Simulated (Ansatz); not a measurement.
Conformers of `CCCC(C)(C)CC`, each relaxed with PBE0-D4/def2-TZVP in Ansatz. CBS adds the triple-zeta coupled-cluster correction to the MP2 limit.

Not all of them had a frequency check.

Conformer A:

Z-matrix (Å, degrees):
```
C
C 1 1.521
H 1 1.093 2 110.5
H 1 1.091 2 112.5 3 -119.7
H 1 1.094 2 111.3 3 119.5
C 2 1.527 1 116.9 3 -167.5
H 2 1.095 1 109.3 3 66.8
H 2 1.096 1 108.1 3 -47.3
C 6 1.541 2 119.7 1 -68.9
H 6 1.096 2 107.0 1 168.8
H 6 1.098 2 108.8 1 55.5
C 9 1.529 6 111.8 2 75.1
C 9 1.529 6 107.3 2 -167.6
C 9 1.535 6 111.8 2 -46.5
H 12 1.090 9 112.5 6 -68.6
H 12 1.094 9 111.0 6 52.4
H 12 1.094 9 110.2 6 171.6
H 13 1.092 9 112.0 6 58.5
H 13 1.094 9 111.0 6 179.4
H 13 1.094 9 110.5 6 -61.2
C 14 1.520 9 116.2 6 -58.8
H 14 1.096 9 107.8 6 178.5
H 14 1.096 9 108.5 6 64.6
H 21 1.092 14 111.9 9 -62.1
H 21 1.093 14 110.5 9 178.4
H 21 1.093 14 112.0 9 58.8
```

Conformer B:

Z-matrix (Å, degrees):
```
C
C 1 1.520
H 1 1.094 2 111.1
H 1 1.092 2 111.6 3 120.2
H 1 1.094 2 111.1 3 -119.5
C 2 1.521 1 111.9 3 59.6
H 2 1.095 1 109.2 3 -178.4
H 2 1.094 1 109.1 3 -62.6
C 6 1.537 2 117.5 1 178.2
H 6 1.098 2 108.6 1 -58.8
H 6 1.098 2 108.4 1 55.6
C 9 1.527 6 110.2 2 -61.0
C 9 1.527 6 107.3 2 -179.4
C 9 1.537 6 109.4 2 61.0
H 12 1.092 9 111.3 6 -172.6
H 12 1.094 9 110.6 6 -53.3
H 12 1.093 9 111.8 6 67.0
H 13 1.092 9 111.9 6 176.3
H 13 1.094 9 111.0 6 -62.9
H 13 1.094 9 110.5 6 56.6
C 14 1.520 9 116.2 6 175.4
H 14 1.097 9 108.0 6 52.5
H 14 1.094 9 108.6 6 -62.0
H 21 1.093 14 110.4 9 178.4
H 21 1.093 14 111.9 9 59.1
H 21 1.092 14 112.1 9 -62.1
```

Conformer C:

Z-matrix (Å, degrees):
```
C
C 1 1.522
H 1 1.094 2 110.8
H 1 1.093 2 110.9 3 119.3
H 1 1.091 2 112.5 3 -120.3
C 2 1.531 1 115.2 3 56.7
H 2 1.095 1 109.6 3 -178.5
H 2 1.095 1 107.9 3 -64.4
C 6 1.540 2 118.0 1 92.4
H 6 1.096 2 108.9 1 -32.5
H 6 1.096 2 108.7 1 -146.7
C 9 1.527 6 107.7 2 -179.9
C 9 1.527 6 109.9 2 62.6
C 9 1.535 6 113.0 2 -58.0
H 12 1.094 9 110.6 6 -62.7
H 12 1.094 9 111.0 6 177.8
H 12 1.092 9 111.8 6 57.1
H 13 1.094 9 111.1 6 54.3
H 13 1.094 9 110.5 6 173.9
H 13 1.093 9 112.0 6 -66.5
C 14 1.520 9 116.3 6 -63.5
H 14 1.097 9 107.6 6 174.3
H 14 1.095 9 108.5 6 60.7
H 21 1.092 14 112.1 9 56.7
H 21 1.092 14 111.7 9 -64.2
H 21 1.093 14 110.6 9 176.5
```

Conformer D:

Z-matrix (Å, degrees):
```
C
C 1 1.520
H 1 1.094 2 111.1
H 1 1.094 2 111.1 3 -119.5
H 1 1.092 2 111.7 3 120.2
C 2 1.520 1 112.0 3 59.6
H 2 1.095 1 109.3 3 -178.2
H 2 1.095 1 109.2 3 -62.5
C 6 1.536 2 116.8 1 178.8
H 6 1.098 2 108.7 1 56.6
H 6 1.097 2 108.6 1 -57.7
C 9 1.527 6 108.0 2 177.4
C 9 1.527 6 110.3 2 -64.4
C 9 1.537 6 111.9 2 56.0
H 12 1.094 9 111.0 6 -179.4
H 12 1.093 9 111.8 6 -58.6
H 12 1.094 9 110.6 6 61.0
H 13 1.094 9 110.6 6 -176.1
H 13 1.093 9 111.8 6 64.2
H 13 1.094 9 111.0 6 -56.5
C 14 1.519 9 116.2 6 55.5
H 14 1.095 9 108.6 6 -67.9
H 14 1.096 9 107.7 6 178.2
H 21 1.092 14 112.0 9 58.8
H 21 1.093 14 111.9 9 -62.1
H 21 1.092 14 110.5 9 178.3
```

Question: Which is lowest in electronic energy at CCSD(T)/CBS (frozen core, def2 sets), and by how much? (Estimate.)

Answer: Ansatz gave: D; A lies 11.4 kJ/mol higher, B lies 2.7 kJ/mol higher, C lies 10.3 kJ/mol higher.

Question: Give the energies relative to D (kJ/mol) with PBE0-D4/def2-TZVPP, ωB97X-V/def2-TZVPP, PBE0/def2-TZVPP, B3LYP/def2-TZVPP, SCS-MP2/def2-TZVPP, CCSD/def2-TZVPP, CCSD/CBS(def2). (Estimate.)

Answer: Ansatz gave: 
```
             level     A    B     C
PBE0-D4/def2-TZVPP  11.2  2.7  10.2
ωB97X-V/def2-TZVPP  11.3  2.9  10.1
   PBE0/def2-TZVPP  12.9  1.9  12.0
  B3LYP/def2-TZVPP  13.3  1.4  12.7
SCS-MP2/def2-TZVPP  11.7  2.8  10.8
   CCSD/def2-TZVPP  11.7  2.7  10.7
    CCSD/CBS(def2)  12.0  2.6  11.0
```

B3LYP here is the variant with VWN-RPA as its local correlation; programs differ in this.
